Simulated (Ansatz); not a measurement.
Frontier orbitals of B2H5N (`BBN`).

The species carries charge 0 and has multiplicity 1. The structure was optimised at the PBE0-D4/def2-TZVP level. It is one conformer, not always the lowest. Basis def2-TZVPP, the Gaussian-basis code of Ansatz.

Wavefunction ionisation energies are left out: the UHF cation lies over 0.3 eV above the hybrids' and is likely on a second state.

Orbital energies of one run (eV). Highest occupied ones, from the top: -10.35, -10.90, -12.23, -13.16, -16.04, -17.06, -17.94, -27.18, -185.47, -185.92, -392.07. Empty: 0.63, 2.54, 3.07, 3.93, 4.08, 4.77.

(1) Which functional gave them?
A. r2SCANh
B. r2SCAN
C. PBE0
D. ωB97X-V

## Answers

(1) D. HOMO energies: ωB97X-V -10.35, r2SCANh -7.31, r2SCAN -6.82, PBE0 -7.88 eV.
